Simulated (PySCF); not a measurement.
Structure problem from calculated spectra and properties.

Formula: C4H5O; charge -1.

| Property | Result |
| --- | --- |
| Rotational structure | rotational constants A, B, C: 19.679, 2.748, 2.411 GHz [PBE0-D3(BJ)/def2-SVP] |
| 13C NMR | chemical shifts (computed TMS as zero) by class: 171.7 (1 C), 143.9 (1 C), 96.5 (1 C), 72.7 (1 C) ppm [GIAO PBE0/pcSseg-1] |
| Couplings | largest of the computed one-bond spin–spin couplings (means over like bonds): 13C–1H +163.0, 13C–1H +156.5, 13C–1H +153.8, 13C–1H +144.8, 13C–1H +140.9, 13C–13C +78.6, 13C–13C +78.3, 13C–13C +66.6 Hz [B3LYP/pcJ-1, spin–dipole term left out] |
| NMR, other nuclei | isotropic shieldings of nuclei other than C and H, by class: -59 (1 O) ppm [GIAO PBE0/pcSseg-1] |
| 1H NMR | chemical shifts (computed TMS as zero) by class: 8.10 (1 H), 7.01 (1 H), 3.73 (1 H), 3.12 (1 H), 2.83 (1 H) ppm [GIAO PBE0/pcSseg-1] |

The electronic properties come from PySCF, for the isolated species, density fitting. Levels stand in brackets. Geometry: PBE0-D3(BJ)/def2-SVP, one conformer, isolated ion. The geometry's basis has no diffuse functions, a weakness for an anion. The HOMO energy is positive, so at this level the finite basis confines the outermost electrons. No diffuse functions stand in pcJ-1 and pcSseg-1, which bears on an anion's orbital energies. NMR values are class means; diastereotopic atoms form classes of their own.

Q: What is the compound? Reason from the data.

A: Numbering: `[CH2:1]=[CH:2]/[CH:3]=[CH:4]\[O-:5]`. 4 carbons fall into 4 classes; from least to most shielded: vinylic carbon bearing oxygen [C4] (171.7 ppm), alkene CH carbon [C2] (143.9 ppm), carbon bonded to 2 C and H [C3] (96.5 ppm), terminal =CH2 carbon [C1] (72.7 ppm). Hydrogen classes from least to most shielded: 1 H on a vinylic carbon bearing oxygen, C4 (8.10 ppm), 1 H on an alkene CH carbon, C2 (7.01 ppm), 1 H on a carbon bonded to 2 C and H, C3 (3.73 ppm), 1 H on a terminal =CH2 carbon, C1 (3.12 ppm), 1 H on a terminal =CH2 carbon, C1 (2.83 ppm). The other shieldings belong to: -59 ppm, enolate oxygen [O5]. The couplings run between: +163.0 Hz, terminal =CH2 carbon [C1] and its hydrogen; +156.5 Hz, terminal =CH2 carbon [C1] and its hydrogen; +153.8 Hz, carbon bonded to 2 C and H [C3] and its hydrogen; +144.8 Hz, alkene CH carbon [C2] and its hydrogen; +140.9 Hz, vinylic carbon bearing oxygen [C4] and its hydrogen; +78.6 Hz, terminal =CH2 carbon [C1] and alkene CH carbon [C2]; +78.3 Hz, carbon bonded to 2 C and H [C3] and vinylic carbon bearing oxygen [C4]; +66.6 Hz, alkene CH carbon [C2] and carbon bonded to 2 C and H [C3]. The optimised geometry has point group Cs and is an asymmetric top. Structure: `C=C/C=C\[O-]`. Computed isomers that give other values at the same levels: `C=CC(=C)[O-]` (rotational constant A: 10.291 GHz; this holds for the one conformer computed). The assignments are read from this structure; whether some other isomer fits the data as well wasn't checked.

Shape of the structure used: `[CH2:1]=[CH:2]/[CH:3]=[CH:4]\[O-:5]`: C1–C2–C3–C4 180°.
